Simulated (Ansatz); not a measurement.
C4H3O, SMILES CC#C[C]=O, a single point in a Gaussian basis

With Ansatz 0.2.0, Python API.

The cells in order, each with its output:

**Cell 1**
```python
from pathlib import Path
import json

import ansatz as az
from ase import Atoms
import numpy as np
```

**Cell 2**
```python
atoms = Atoms(["C", "C", "C", "C", "O", "H", "H", "H"], positions=[
    (-1.4746, 0.1306, 0.1554),
    (-0.0479, -0.1172, -0.0535),
    (1.1277, -0.3213, -0.2255),
    (2.527, -0.5646, -0.4305),
    (3.3743, 0.2928, -0.0706),
    (-1.6466, 1.2195, 0.2805),
    (-2.0462, -0.2355, -0.7222),
    (-1.8136, -0.4042, 1.0665),
])
system = az.Crystal.molecule_from_ase(atoms)
```

**Cell 3**
```python
calculation = (
    system.calculation()
    .basis(gaussian="cc-pVDZ")
    .functional(az.LibraryFunctional("B97M-V"))
    .spin("collinear", total=1)
    .forces()
    .orbitals()
)
done = calculation.run(threads=1, pin="off", runs_dir="c4h3o_runs")
data = done.report
```

**Cell 4**
```python
data["mean_field"]["state"]["spin_squared"]
```
Output:
```text
0.7545527778882288
```

**Cell 5**
```python
sorted(key for key in data if key.endswith("_ev"))
```
Output:
```text
['free_energy_ev', 'reference_energy_ev']
```

**Cell 6**
```python
data["free_energy_ev"]
```
Output:
```text
-6240.070195571813
```

**Cell 7**
```python
print("reference energy %16.6f eV" % data["reference_energy_ev"])
print("total energy     %16.6f eV" % data["free_energy_ev"])
print("occupied (up, down):", data["n_occupied"], " virtual:", data["n_virtual"], " frozen:", data["n_frozen"])

state = data["mean_field"]["state"]
print(f"mean field: {state['energy']['hartree']:.7f} Ha, <S^2> = {abs(state['spin_squared']):.4f}, stability: {state.get('stability', {}).get('kind')}")
```
Output:
```text
reference energy     -6240.070196 eV
total energy         -6240.070196 eV
occupied (up, down): [18, 17]  virtual: [67, 68]  frozen: 0
mean field: -229.3183500 Ha, <S^2> = 0.7546, stability: minimum
```

**Cell 8**
```python
symbols = [site.symbol for site in system.cartesian_sites]
print("forces (eV/A)")
for symbol, f in zip(symbols, data["forces_ev_ang"]):
    print(f"  {symbol:2s} {f[0]:9.4f} {f[1]:9.4f} {f[2]:9.4f}")
```
Output:
```text
forces (eV/A)
  C     0.5820    0.0217   -0.1639
  C    -2.0189    0.1103    0.2421
  C     2.2364   -0.6989   -0.4742
  C     1.4344    3.9886    1.8299
  O    -2.2705   -3.3515   -1.4718
  H    -0.1061   -0.5029   -0.0039
  H     0.1025    0.1676    0.4633
  H     0.0403    0.2649   -0.4215
```

**Cell 9**
```python
charges = data["charge_distribution"]
dipole = np.array(charges["dipole_moment_e_ang"]) * 4.803205
print("dipole (D): {:.3f} {:.3f} {:.3f}, length {:.3f}".format(*dipole, np.linalg.norm(dipole)))
print("atom  Mulliken   Lowdin")
for symbol, m, l in zip(symbols, charges["mulliken_charges_e"], charges["lowdin_charges_e"]):
    print(f"{symbol:4s} {m:9.3f} {l:8.3f}")
```
Output:
```text
dipole (D): -3.894 -0.075 0.231, length 3.902
atom  Mulliken   Lowdin
C       -0.001    0.043
C        0.018   -0.039
C        0.006   -0.151
C       -0.092   -0.162
O       -0.173    0.180
H        0.080    0.040
H        0.080    0.042
H        0.083    0.046
```

**Cell 10**
```python
lines = Path(data["orbitals_path"]).read_text().splitlines()
field_of = lambda key: [line.split("=")[1].strip() for line in lines if line.startswith(key)]
orbitals = [(27.211386 * float(e), s, float(n)) for e, s, n in zip(field_of("Ene="), field_of("Spin="), field_of("Occup="))]
homo = max(e for e, _, n in orbitals if n > 0.5)
lumo = min(e for e, _, n in orbitals if n < 0.5)
print(f"HOMO {homo:.3f} eV, LUMO {lumo:.3f} eV, gap {lumo - homo:.3f} eV")
with open("c4h3o.json", "w") as handle:
    json.dump({k: data[k] for k in ("free_energy_ev", "reference_energy_ev", "n_occupied", "n_virtual")}, handle, indent=1)
```
Output:
```text
HOMO -5.310 eV, LUMO -3.163 eV, gap 2.146 eV
```

File `c4h3o.json` afterwards:
```json
{
 "free_energy_ev": -6240.070195571813,
 "reference_energy_ev": -6240.070195571813,
 "n_occupied": [
  18,
  17
 ],
 "n_virtual": [
  67,
  68
 ]
}
```

What to keep in mind:
- Total energies depend on the basis set; only differences at equal settings carry meaning.
- The geometry is a force-field or estimated start, not a minimum of this method, and the basis set is short of its limit.
- The species is open-shell (spin multiplicity 2).
- The Löwdin charges here are taken after orthogonalising the functions within each atom; they differ from plain Löwdin charges, and their signs can be unphysical.
- Levels such as HOMO and LUMO are orbital energies: with these approximate functionals they aren't the ionisation energy and electron affinity, and their gap isn't the fundamental gap.
- Wall time of the script: 7.7 s on 1 thread of Intel(R) Xeon(R) 6975P-C (Granite Rapids) (shared host), peak memory 0.32 GiB.

(Lines on the test bed's own set-up are left out of the output.)
